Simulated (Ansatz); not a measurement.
**CH4Si (SMILES [CH][SiH3]) at 6 levels**

Aim: a comparison of 6 runs (U-r2SCAN0/STO-3G, U-revPBE/STO-3G, UCAM-B3LYP/STO-3G, UPBE0/STO-3G, UCCSDT/STO-3G, UCCSD/STO-3G) of CH4Si. 

The calculation is run with Ansatz 0.2.0.

40 further runs of the same task are left out: 40 set aside as unsound or not needed.

## (1) The structure to begin with

CH4Si: 6 atoms, total charge 0, spin state triplet. SMILES: `[CH][SiH3]`. The H3–C1 distance was set to 2.141 Å, away from the relaxed value. At this shape a bond of the SMILES string is far longer than usual.

Bond lengths: C1–Si2 1.808 Å, Si2–H4 1.473 Å, Si2–H5 1.473 Å, Si2–H6 1.464 Å. Angles: C1–Si2–H4 110.4°, C1–Si2–H5 110.4°, C1–Si2–H6 109.0°, H4–Si2–H5 108.7°, H4–Si2–H6 109.2°, H5–Si2–H6 109.2°.

## (2) The energy at U-r2SCAN0/STO-3G (run 1)

The input, in.yaml:

```yaml
crystal:
  periodic: [false, false, false]
  atoms:
    - {symbol: C, position_ang: [0.196752, 0.109106, 0.738220]}
    - {symbol: Si, position_ang: [-0.729458, 1.365576, -0.174970]}
    - {symbol: H, position_ang: [1.137890, -1.813490, 0.730980]}
    - {symbol: H, position_ang: [-2.014678, 0.818076, -0.641000]}
    - {symbol: H, position_ang: [0.040892, 1.822246, -1.343900]}
    - {symbol: H, position_ang: [-0.984178, 2.504866, 0.708790]}
basis:
  gaussian:
    orbitals: STO-3G
magnetization:
  spin_polarized: true
  initial_magnetization: 2
accuracy: high
hamiltonian:
  xc: {name: r2SCAN0}
```

The run is started by

```console
$ ansatz run in.yaml --threads 1 --pin off --max-ram 2610MiB --events-out events.jsonl --progress --plain --runs-dir runs
```

What it wrote:

```text
Warning: RAYON_NUM_THREADS=1 ignored (pool sized by the plan → 1); use --threads N
Functional definition: r2SCAN0
  name "r2SCAN0"
  parameter a = 0.25
  parameter k0 = 0.174
  parameter k1 = 0.065
  parameter a1 = 4.9479
  exchange = (1 - a)*r2scan_x(k0 = k0, k1 = k1, a1 = a1) + a*exact_x
  correlation = r2scan_c
311 factors; integrals over basis functions are off by at most 1.1e-8 eV
mean field evaluation 1: about -8862.8801 eV, gradient 1.1e1 eV
mean field evaluation 2: about -8861.5422 eV, gradient 1.4e1 eV
mean field evaluation 4: about -8864.5086 eV, gradient 1.2e0 eV
mean field evaluation 8: about -8864.9536 eV, gradient 2.0e0 eV
mean field evaluation 16: about -8865.3667 eV, gradient 1.3e-5 eV
mean field evaluation 32: about -8865.3667 eV, gradient 1.5e-4 eV
mean field evaluation 64: about -8864.8370 eV, gradient 2.4e-5 eV
mean field -8865.36671306 eV, -325.7962175434 hartree, gradient 2.3e-8 eV, S^2 2.719521; 2 other end points of the search recorded, 0 dependent functions left out
reference -8865.36671388 eV, -325.7962175735 hartree; 13, 11 occupied and 5, 7 virtual orbitals, 311 factors
Total energy: -8865.36671388 eV, -325.7962175735 hartree
```

It took 13 s on 1 thread of Arm Neoverse V1, shared host; peak memory 0.22 GiB.

## (3) A single-point energy at U-revPBE/STO-3G (run 2)

The input, job.yaml:

```yaml
crystal:
  periodic: [false, false, false]
  atoms:
    - {symbol: C, position_ang: [0.196752, 0.109106, 0.738220]}
    - {symbol: Si, position_ang: [-0.729458, 1.365576, -0.174970]}
    - {symbol: H, position_ang: [1.137890, -1.813490, 0.730980]}
    - {symbol: H, position_ang: [-2.014678, 0.818076, -0.641000]}
    - {symbol: H, position_ang: [0.040892, 1.822246, -1.343900]}
    - {symbol: H, position_ang: [-0.984178, 2.504866, 0.708790]}
basis:
  gaussian:
    orbitals: STO-3G
magnetization:
  spin_polarized: true
  initial_magnetization: 2
hamiltonian:
  xc: {name: revPBE}
accuracy: high
```

The run is started by

```console
$ ansatz run job.yaml --threads 1 --pin off --max-ram 2610MiB --events-out events.jsonl --progress --plain --runs-dir runs
```

What it wrote:

```text
Warning: RAYON_NUM_THREADS=1 ignored (pool sized by the plan → 1); use --threads N
Functional definition: revPBE
  name "revPBE"
  parameter kappa = 1.245
  parameter beta = 0.06672455060314922
  exchange = pbe_x(kappa = kappa, mu = beta*pi^2/3)
  correlation = pbe_c(beta = beta)
311 factors; integrals over basis functions are off by at most 1.1e-8 eV
mean field evaluation 1: about -8862.5969 eV, gradient 1.4e1 eV
mean field evaluation 2: about -8857.0976 eV, gradient 2.0e1 eV
mean field evaluation 4: about -8864.3048 eV, gradient 2.2e0 eV
mean field evaluation 8: about -8864.3048 eV, gradient 2.2e0 eV
mean field evaluation 16: about -8864.3686 eV, gradient 3.9e-6 eV
mean field evaluation 32: about -8864.2510 eV, gradient 1.4e-1 eV
mean field -8864.36855043 eV, -325.7595357435 hartree, gradient 9.6e-8 eV, S^2 2.380337; 4 other end points of the search recorded, 0 dependent functions left out
reference -8864.36855293 eV, -325.7595358355 hartree; 13, 11 occupied and 5, 7 virtual orbitals, 311 factors
Total energy: -8864.36855293 eV, -325.7595358355 hartree
```

Wall time 3.3 s (1 thread of Arm Neoverse V1, shared host); peak memory 0.12 GiB.

Run 3 isn't shown in full; the table further down has it.

## (4) The energy at UPBE0/STO-3G (run 4)

in.yaml: that of step 2 with these lines changed.

```diff
@@ -12,2 +12,5 @@
     orbitals: STO-3G
+accuracy: high
+hamiltonian:
+  xc: pbe0
 magnetization:
@@ -15,4 +18 @@
   initial_magnetization: 2
-accuracy: high
-hamiltonian:
-  xc: {name: r2SCAN0}
```

The run is started by

```console
$ ansatz run in.yaml --threads 1 --pin off --max-ram 2610MiB --events-out events.jsonl --progress --plain --runs-dir runs
```

What it wrote:

```text
Warning: RAYON_NUM_THREADS=1 ignored (pool sized by the plan → 1); use --threads N
Functional definition: PBE0
  name "PBE0"
[... 1 set-up line as earlier in the session ...]
  parameter kappa = 0.804
[... 1 set-up line as earlier in the session ...]
  exchange = (1 - a)*pbe_x(kappa = kappa, mu = beta*pi^2/3) + a*exact_x
[... 1 set-up line as earlier in the session ...]
311 factors; integrals over basis functions are off by at most 1.1e-8 eV
mean field evaluation 1: about -8859.5708 eV, gradient 1.1e1 eV
mean field evaluation 2: about -8858.0600 eV, gradient 1.5e1 eV
mean field evaluation 4: about -8861.0509 eV, gradient 8.6e-1 eV
mean field evaluation 8: about -8861.0685 eV, gradient 5.2e-1 eV
mean field evaluation 16: about -8861.2035 eV, gradient 2.4e-6 eV
mean field evaluation 32: about -8861.4823 eV, gradient 1.2e0 eV
mean field -8861.53097449 eV, -325.6552567510 hartree, gradient 1.7e-8 eV, S^2 2.665518; 5 other end points of the search recorded, 0 dependent functions left out
reference -8861.53097604 eV, -325.6552568079 hartree; 13, 11 occupied and 5, 7 virtual orbitals, 311 factors
Total energy: -8861.53097604 eV, -325.6552568079 hartree
```

It took 4.5 s on 1 thread of Arm Neoverse V1, shared host; peak memory 0.13 GiB.

Run 5 isn't shown in full; the table further down has it.

## (5) The energy at UCCSD/STO-3G (run 6)

The input, input.yaml:

```yaml
crystal:
  periodic: [false, false, false]
  atoms:
    - {symbol: C, position_ang: [0.196752, 0.109106, 0.738220]}
    - {symbol: Si, position_ang: [-0.729458, 1.365576, -0.174970]}
    - {symbol: H, position_ang: [1.137890, -1.813490, 0.730980]}
    - {symbol: H, position_ang: [-2.014678, 0.818076, -0.641000]}
    - {symbol: H, position_ang: [0.040892, 1.822246, -1.343900]}
    - {symbol: H, position_ang: [-0.984178, 2.504866, 0.708790]}
basis:
  gaussian: {orbitals: STO-3G}
accuracy: high
magnetization: {spin_polarized: true, initial_magnetization: 2}
correlation: {method: ccsd, frozen_orbitals: {C: 1, H: 0, Si: 5}}
scf: {omitted_lower_state_checks: [cluster_reference, increment]}
```

The run is started by

```console
$ ansatz run input.yaml --threads 1 --pin off --max-ram 2610MiB --events-out events.jsonl --progress --plain --runs-dir runs
```

What it wrote:

```text
Warning: RAYON_NUM_THREADS=1 ignored (pool sized by the plan → 1); use --threads N
[... 14 lines left out ...]
6 core orbitals not correlated: weight in the atoms' cores, before any rotation towards them, 1.000 or more for the frozen orbitals, at most 0.000 for the correlated occupied ones
[... 55 lines left out ...]
Total energy: -8847.96305635 eV, -325.1566449559 hartree
Checks for a lower state left out: cluster_reference, increment
```

Run time: 0.38 s. Hardware: 1 thread of Arm Neoverse V1, shared host.

## (6) Overview of the runs

```tsv
run	level	frozen core orbitals	energy (Eh)	⟨S²⟩	wall time
1	U-r2SCAN0/STO-3G	–	-325.796218	2.720	13 s
2	U-revPBE/STO-3G	–	-325.759536	2.380	3.3 s
3	UCAM-B3LYP/STO-3G	–	-325.769258	2.634	4.8 s
4	UPBE0/STO-3G	–	-325.655257	2.666	4.5 s
5	UCCSDT/STO-3G	6	-325.159347	2.887	1.2 s
6	UCCSD/STO-3G	6	-325.156645	2.887	0.38 s
```

## (7) Outcome

```
                                          quantity          value
                               run 6: total energy  -325.15664 Eh
run 6: correlation energy (6 core orbitals frozen)      -82.3 mEh
          run 6: ⟨S²⟩ of the reference determinant          2.887
                              run 6: T1 diagnostic          0.041
```

**Reading.** Totals of different functionals can't be ranked against each other. In runs 1, 2, 3, 4, 5, 6 the basis is minimal, so the values are rough. Spin contamination of the reference: run 5 ⟨S²⟩ = 2.89, run 6 ⟨S²⟩ = 2.89, run 1 ⟨S²⟩ = 2.72, run 4 ⟨S²⟩ = 2.67, run 3 ⟨S²⟩ = 2.63, run 2 ⟨S²⟩ = 2.38. Where it is this large, the reference is a mixture of spin states, and values that rest on it are in doubt. All runs together took 27 s, the longest 13 s.
